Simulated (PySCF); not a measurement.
## Name the molecule from its bond curve

A diatomic of charge +1 contains O. Its singlet curve at PBE0 in a double-zeta basis (spin-free X2C with a Gaussian nucleus, PySCF), in eV from the separated fragments:

| R (Å) | E (eV) |
| --- | --- |
| 1.022 | -2.261 |
| 1.070 | -3.317 |
| 1.118 | -3.909 |
| 1.153 | -4.120 |
| 1.189 | -4.177 |
| 1.225 | -4.113 |
| 1.272 | -3.883 |
| 1.332 | -3.436 |
| 1.403 | -2.763 |
| 1.498 | -1.774 |

The fit gives ωe = 2011 cm⁻¹ and the rotational constant Bₑ = 1.836 cm⁻¹.

Which atom is the partner?

The minimum lies at 1.186 Å, so the reduced mass is 16.8576 u Å² cm⁻¹/(Bₑ·Re²) = 6.528 u. With O at 15.99 u the partner weighs about 11.0 u: B. The molecule is BO⁺.
